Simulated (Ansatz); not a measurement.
Elastic constant C11 (GPa) of solids drawn from the class of elemental solids other than molecular ones, at two levels: PBEsol (PAW; Ansatz, a program for electronic structure), and r²SCAN (Ansatz, PAW).

```tsv
solid	PBEsol	r²SCAN	shift (%)
hcp Tc	533	514	-3.6
hcp Os	792	784	-1.0
hcp Ti	184	188	+2.2
hcp Cd	127	128	+0.8
bcc K	4.11	3.88	-5.6
bcc Cs	2.32	2.19	-5.6
hcp Ru	628	609	-3.0
hcp Sc	107	99.6	-6.9
fcc Pt	357	329	-7.8
hcp Mg	67.0	72.2	+7.8
```

The shifts run from -7.8 % to +7.8 %, with a median of -3.3 %.

Over all 10 rows r²SCAN is the larger in 3.

Ansatz's runs of these crystals have no spin polarisation. Meta-GGA and hybrid levels favour moments, which can bear on hcp Ti, hcp Sc, fcc Pt.

Spin–orbit coupling is left out, also for the solids with elements from indium on (hcp Os, bcc Cs, fcc Pt); its size isn't shown.

Each level is taken at its own relaxed cell. Ansatz's density-functional and Hartree–Fock values are scalar-relativistic unless marked +SOC, with PAW data made under PBE.
